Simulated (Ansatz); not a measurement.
## [H···H···SiH], doublet in 6-31G: errors against full CI

Geometry: a point of a hydrogen-transfer path between rigid fragments, not a stationary point.

```xyz
4

H    -2.6763    0.0479    0.0000
H    -1.9833    0.0479    0.0000
Si    0.1477    0.0479    0.0000
H     0.5441   -1.4316    0.0000
```

Basis 6-31G; Ansatz 0.2.0. Correlated methods freeze the noble-gas cores, which leaves 7 electrons in 14 orbitals. R marks a restricted (for open shells ROHF) determinant, U an unrestricted one. Active spaces: pair = (3e, 3o) about the gap; valence = (7e, 7o) chosen from the atoms' valence shells.

Full CI is exact within this basis and frozen core; it isn't the basis-set limit. The frozen core follows each run's orbitals, which can shift R against U totals by a few meV.

For open shells CISD and CISDTQ are restricted-active-space CI with the open shells as a complete middle space.

```
UHF ⟨S²⟩                          : 0.755
T1 diagnostic (RCCSD)             : 0.0129
largest doubles amplitude (RCCSD) : 0.076
T1 diagnostic (UCCSD)             : 0.0090
```

```tsv
level	E − E(RHF) (eV)
UHF	-0.0305
RMP2	-1.3496
UMP2	-1.3533
RCCSD	-1.9417
UCCSD	-1.9418
RCCSD(T)	-1.9549
UCCSD(T)	-1.9550
```

(1) Estimate how far full CI in 6-31G lies from RCCSD(T). The table doesn't fix it; the size of (T) and the diagnostics are the guide.

(1) Full CI in 6-31G lies 6 meV below RCCSD(T), which is 48 % of the (T) step (-13 meV). The diagnostics give no warning, yet the rest is a sizeable part of (T).

The other levels:

```
                   level  E − E(full CI) (meV)  share of correlation (%)  wall time
                    CISD                    85                     95.65     0.27 s
                 BCCD(T)                     6                     99.68     0.45 s
                  RCCSDT                     1                     99.94          –
                  UCCSDT                     1                     99.94          –
                  CISDTQ                     1                     99.94      0.6 s
               RCCSDT(Q)                     0                     99.98      1.4 s
               UCCSDT(Q)                     0                     99.98      1.4 s
                 RCCSDTQ                     0                    100.00        7 s
                 UCCSDTQ                     0                    100.00        7 s
  CASSCF (valence space)                   626                     68.10          –
  NEVPT2 (valence space)                   216                     88.97      0.9 s
  MRCISD (valence space)                    20                     98.96          –
MRCISD+Q (valence space)                    10                     99.47      1.3 s
```

The correlation energy at full CI, counted from RHF, is -1.961 eV. That run took 1.1 s on 1 thread of Arm Neoverse V2, shared host over 176,132 determinants.

Run but not shown, since their state or frozen core can't be matched to the reference's or they repeat it: CASSCF (pair space), NEVPT2 (pair space), MRCISD (pair space), MRCISD+Q (pair space).

Times hold each run's SCF and search for its determinant on a shared host, so for small cases they say little of a method's own cost; they ran on 1 thread of Arm Neoverse V2.

The full-CI state has the irrep A'' of Cs, in the program's axes.

Natural occupations of full CI about the gap: 1.974 1.967 1.938 0.997 0.043 0.036 0.019 0.007 0.006 0.005; effectively unpaired electrons, Σ n²(2−n)², 1.04.
